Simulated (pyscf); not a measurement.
Routes from `[NH2][GeH2][F]` + `[H]` [doublet]

Candidate steps break at most two bonds and form at most two. Each was searched with GFN2-xTB (tblite) first. PySCF, gas phase, ωB97X-D3(BJ)/def2-SVP geometries. Energies: ωB97M-D3(BJ)/def2-TZVP, kcal/mol, from the separated reactants, doublet surface; ΔG‡ with ideal gas, 1 atm, RRHO with modes under 100 cm⁻¹ raised to 100, one conformer, R ln 2 for chiral ones without a mode under 150 cm⁻¹.

| products | type | ΔE‡ | ΔE | ΔG‡ 298 K | ΔG‡ 900 K | ν‡ (cm⁻¹) |
|---|---|---|---|---|---|---|
| H₂N–GeH•–F + H₂ | hydrogen abstraction | 3.7 | -19.9 | 8.1 | 20.0 | 842i |
| F–GeH₂• + NH₃ | substitution at N | 13.6 | -19.0 | 20.8 | 35.6 | 1636i |

Row 2: On the product side the descent ends in a complex, 7.0 kcal/mol under the separated species and 38.0 kcal/mol under the saddle at ωB97X-D3(BJ)/def2-TZVP. 

Plain bond fissions and candidates not yet searched are not listed, and one of them may be faster. Each barrier is that of the saddle found; lower ones may exist. Elements up to Kr have no core potential and no relativistic terms here.
